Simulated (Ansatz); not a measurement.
F⁻ beside CH3Cl: one fragment in the basis of the whole pair (the partner's atoms are ghosts).

Input (in.yaml):

```yaml
crystal:
  periodic: [false, false, false]
  atoms:
    - {symbol: C, position_ang: [0.002720, 0.001589, 0.813957]}
    - {symbol: Cl, position_ang: [-0.003225, -0.001914, -0.976665]}
    - {symbol: H, position_ang: [0.938004, -0.422690, 1.185878]}
    - {symbol: H, position_ang: [-0.831119, -0.594071, 1.192104]}
    - {symbol: H, position_ang: [-0.094985, 1.023731, 1.186480]}
basis:
  gaussian:
    orbitals: "def2-TZVPPD.json"
    ghost_atoms:
      - {symbol: F, position_ang: [-0.011395, -0.006745, -3.401852]}
hamiltonian: {xc: {name: B3LYP}, dispersion: d4}
```

The basis file named in the input lies beside it (Basis Set Exchange, JSON).

Launched with

```bash
ansatz run in.yaml --threads 2 --pin off --events-out ev --progress --plain --max-ram 5222MiB
```

The run's output (Ansatz 0.2.0):

```
Functional definition: B3LYP
  name "B3LYP"
  cite "Stephens, Devlin, Chabalowski & Frisch, J. Phys. Chem. 98, 11623 (1994) doi:10.1021/j100096a001"
  cite "Becke, Phys. Rev. A 38, 3098 (1988) doi:10.1103/PhysRevA.38.3098"
  cite "Lee, Yang & Parr, Phys. Rev. B 37, 785 (1988) doi:10.1103/PhysRevB.37.785"
  cite "Vosko, Wilk & Nusair, Can. J. Phys. 58, 1200 (1980) doi:10.1139/p80-159"
  parameter a0 = 0.2
  parameter ax = 0.72
  parameter ac = 0.81
  exchange = (1 - a0 - ax)*slater_x + ax*b88_x + a0*exact_x
  correlation = (1 - ac)*vwn_rpa_c + ac*lyp_c
877 factors; their error is unknown
mean field evaluation 1: about -13606.4158 eV, gradient 4.0e1 eV
mean field evaluation 2: about -13603.8908 eV, gradient 4.9e1 eV
mean field evaluation 4: about -13610.0219 eV, gradient 1.2e0 eV
mean field evaluation 8: about -13610.0387 eV, gradient 4.0e-1 eV
mean field evaluation 16: about -13610.0389 eV, gradient 5.8e-5 eV
mean field -13610.03886356 eV, -500.1597030201 hartree, gradient 5.8e-5 eV, S^2 0.000000; 0 other end points of the search recorded, 0 dependent functions left out
reference -13610.03911109 eV, -500.1597121166 hartree; 13, 13 occupied and 166, 166 virtual orbitals, 877 factors
Total energy: -13610.12080700 eV, -500.1627143862 hartree
```

The lines “mean field evaluation” count trial sets of orbitals through the whole run, from several starts and some on an approximate energy, so they need not fall steadily or lie above the final value.

The run took about 2 s on 2 CPU threads of an Arm Neoverse V1 (shared host).
